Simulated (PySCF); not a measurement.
Compound: C4H7 (doublet state).
SMILES with atom numbers: `[H]/[C:1]=[CH:2]/[CH2:3][CH3:4]` (hydrogens: H5 on C1; H6 on C2; H7, H8 on C3; H9, H10, H11 on C4)

Geometry (PBE0-D3(BJ)/def2-SVP, Å), atoms numbered from 1 in this order:
```xyz
11
C4H7 angstrom
C      2.1616    0.1290    0.2859
C      1.0330    0.0036   -0.3766
C     -0.2862    0.6260   -0.0132
C     -1.3782   -0.4104    0.2261
H      3.1886   -0.2253    0.2029
H      1.0289   -0.6291   -1.2841
H     -0.5940    1.2979   -0.8344
H     -0.1551    1.2594    0.8776
H     -1.1129   -1.0784    1.0598
H     -1.5375   -1.0391   -0.6647
H     -2.3374    0.0718    0.4689
```

The hyperfine couplings belong to this conformer and change with its torsions.

Method: UKS B3LYP, IGLO-III on C, pcH-1 on H, non-relativistic, mean-field spin-orbit, GIAO (PySCF). Isolated species at its PBE0-D3(BJ)/def2-SVP geometry (one conformer only). No stability test was run, so a lower SCF solution isn't excluded.

Question: Break the g tensor into its mass correction, gauge correction and orbital-Zeeman/spin–orbit terms.

Answer: 
```json
{"Δg (ppm)": "relativistic mass correction", "1": "-140", "2": "-140", "3": "-140"}
{"Δg (ppm)": "gauge correction", "1": "28", "2": "9", "3": "1"}
{"Δg (ppm)": "orbital Zeeman/spin–orbit", "1": "-396", "2": "20", "3": "502"}
{"Δg (ppm)": "total", "1": "-509", "2": "-112", "3": "363"}
```

So g = 2.00181, 2.00221, 2.00268 and g_iso = 2.00223; the tensor is rhombic: the two nearest values differ by 46 % of g3 − g1. Axes: g1 points within 11° of the C1–H5 bond and g2 points within 4° of the C2–H6 bond.

Question: What effective moment and Curie constant follow for a powder?

Answer: With the mean of g² = 4.0089 and S(S+1) = 0.75: μ_eff = √(⟨g²⟩S(S+1)) = 1.734 μB and χT = 0.12505·⟨g²⟩·S(S+1) = 0.376 cm³ K/mol (cgs; spin-Hamiltonian part alone).

Question: At 33.913 GHz, how far is the centre of the isotropic spectrum from where a free electron (g = 2.002319) resonates?

Answer: B = hν/(g μB) with μB/h = 13.99624 MHz/mT gives 1210.10 mT for the free electron and 1210.15 mT at g_iso, 0.05 mT higher.

Question: How much does each term add to the isotropic shift?

Answer: The mass correction -140, the orbital-Zeeman/spin–orbit term 42 and the gauge correction 13 ppm, for a total of -86 ppm. The mass correction is the largest in size. The mass correction is the same along every axis, so the anisotropy comes from the other two: their spans along these axes are 26 (gauge) and 898 ppm (orbital Zeeman/spin–orbit).

Question: In a frozen sample, at which fields do the three g values resonate at 9.5, 34, 94 and 263 GHz (hyperfine left aside), and which band first spreads them over more than twice a line width of 0.3 mT?

Answer: 
```
band    GHz  B(g3) mT  B(g2) mT  B(g1) mT  spread mT
   X    9.5    338.92    339.00    339.07       0.15
   Q   34.0   1212.98   1213.27   1213.51       0.53
   W   94.0   3353.55   3354.34   3355.01       1.46
   J  263.0   9382.79   9385.02   9386.88       4.09
```

The spread grows in proportion to the frequency. W band is the first where it exceeds 0.6 mT.

The largest Mulliken spin populations are on C1 (+1.02), C2 (-0.15) and H6 (+0.08). C1 is the only atom above +0.15. The positive populations add up to 1.15 and the negative ones to -0.15, together 2S = 1.

The HOMO–LUMO gaps are 6.46 eV among the α and 4.91 eV among the β orbitals.

Time: 25 s of wall time. Hardware: one thread of an x86-64 server, no GPU (shared host).
